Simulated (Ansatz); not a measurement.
## BaGa2H2 (P-3m1)

Computed with DFT PBEsol, scalar-relativistic, plane waves, PAW in Ansatz.

Settings: cutoff 420 eV, Γ-centred mesh 12×12×8 on the computed 5-atom cell, Gaussian smearing of 0.10 eV; no spin polarisation.

The structure is relaxed at this level of theory with its symmetry kept. Whether it is the stable form of this composition wasn't checked.

Symmetry: P-3m1, No. 164, trigonal system. Conventional cell: a = 4.484 Å, b = 4.484 Å, c = 4.784 Å, α = 90.00°, β = 90.00°, γ = 120.00°. Ba (site symmetry -3m) is surrounded by 6 H at 2.65 Å. Ga (site symmetry 3m) is surrounded by 1 H at 1.69 Å. Around H (site symmetry 3m) lie 1 Ga at 1.69 Å.

| Item | Value |
| --- | --- |
| Volume per atom | 16.66 Å³ |
| Formation energy from the elements' standard states (uncorrected) | -0.508 eV/atom |
| Kohn–Sham band gap | none (metal) |
| Density of states at the Fermi level | 0.21 states/eV per cell (so small that it hangs on the mesh: a semimetal, or crossings between mesh points) |
| Löwdin character within 0.5 eV of the Fermi level | Ga 4p 69 %, H 1s 7 %, unprojected 20 % |
| Bulk modulus | 44 GPa |
| Its pressure derivative | 3.8 |
| Bader charges (e) | Ba (1 in the cell) 1.25, Ga (2 in the cell) -0.13, H (2 in the cell) -0.49 |

Spin-orbit coupling is left out, which matters for the bands of heavy elements.

Cost: 6 runs of about 9.2 core-minutes in all, on Arm Neoverse V2 (shared hosts).